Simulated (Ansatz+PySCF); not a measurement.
The numbers below are computed, except where a source is named.
## Ansatz (development build ahead of 0.2.0) run

```yaml
crystal:
  periodic: [false, false, false]
  atoms:
    - { symbol: C, position_ang: [0.00189, -0.00577, -0.17168] }
    - { symbol: H, position_ang: [0.00306, 0.85367, 0.53406] }
    - { symbol: H, position_ang: [-0.00719, -0.85535, 0.53652] }
basis:
  gaussian: { orbitals: def2-SVP }
hamiltonian:
  xc: hf
scf:
  omitted_lower_state_checks: [starts, atomic_configurations, cluster_reference, orbital_swaps, given_window_search, neighbouring_geometries, increment]
```

The input is written out in the form of the current development build from the run's settings.

The run gave:

```json
{
  "Converged": "yes",
  "Total energy": "-38.84509 hartree",
  "Spin squared of the determinant": "0.000",
  "Stability test": "minimum among restricted orbitals"
}
```

Caution: another spin multiplicity may lie lower; an unrestricted determinant lies well below.
